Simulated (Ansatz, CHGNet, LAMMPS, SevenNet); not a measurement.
## Ladder of methods for the elastic constant C44 of hcp Y

Reference value: 26.9 ± 0.06 GPa (measured, 0 K, extrapolated to 0 K; as tabulated in Elastic Constants of Yttrium Single Crystals in the Temperature Range 4.2-400 K).

```json
[
 {"level (code)": "Lennard-Jones jacobson2022 (LAMMPS)", "value (GPa)": "80.5", "cell (Å³/atom)": "32.48"},
 {"level (code)": "CHGNet 0.3.0", "value (GPa)": "7.51", "cell (Å³/atom)": "32.91"},
 {"level (code)": "SevenNet-0", "value (GPa)": "7.35", "cell (Å³/atom)": "32.54"},
 {"level (code)": "SevenNet-l3i5", "value (GPa)": "15.2", "cell (Å³/atom)": "32.89"},
 {"level (code)": "LDA (Ansatz)", "value (GPa)": "25.9", "cell (Å³/atom)": "29.93"},
 {"level (code)": "PBE (Ansatz)", "value (GPa)": "25.4", "cell (Å³/atom)": "32.88"},
 {"level (code)": "PBEsol (Ansatz)", "value (GPa)": "…", "cell (Å³/atom)": "31.33"},
 {"level (code)": "r²SCAN (Ansatz)", "value (GPa)": "…", "cell (Å³/atom)": "33.48"},
 {"level (code)": "HSE06 (Ansatz)", "value (GPa)": "…", "cell (Å³/atom)": "33.73"}
]
```

What belongs in the gaps?


- PBEsol (Ansatz, an electronic-structure program), value (GPa): 26.4
- r²SCAN (Ansatz), value (GPa): 23.3
- HSE06 (Ansatz), value (GPa): 24.4

Differences against the reference: Lennard-Jones jacobson2022 +199 %, CHGNet 0.3.0 -72 %, SevenNet-0 -73 %, SevenNet-l3i5 -43 %, LDA -3.7 %, PBE -5.6 %, PBEsol -1.9 %, r²SCAN -13.4 %, HSE06 -9.3 %.

Once the reference is moved by up to 5.0 % (a margin picked here for doubts on the reference and the settings, and for temperature and zero-point motion) and values within 1.7 % count as equal, the nearest can be PBEsol (-1.9 %), LDA (-3.7 %) or PBE (-5.6 %). Among them Lennard-Jones jacobson2022 (+199 %) misses by most. Within 20 %: LDA, PBE, PBEsol, r²SCAN, HSE06.

The measured value isn't corrected to a static lattice, so vibrations enter the comparison. The crystal itself was run without spin with LDA, PBE, PBEsol, r²SCAN, HSE06; a magnetic state was not tried in these runs. HSE06: hybrids on metals are sensitive to the k mesh. HSE06: the run warned that the count of filled bands differs between k points. Each level is taken at its own relaxed cell. Cutoffs and k meshes differ between the levels. Ansatz's density-functional and Hartree–Fock values are scalar-relativistic unless marked +SOC, with PAW data made under PBE.

Empirical potentials (Lennard-Jones jacobson2022) are fitted to chosen data: where that held the value shown, agreement is built in, and what lay outside the fit can be far off. Machine-learned potentials (CHGNet 0.3.0, SevenNet-0, SevenNet-l3i5) are trained on DFT data: a solid inside that data is no test of them.

Differences are worked out from the printed values.
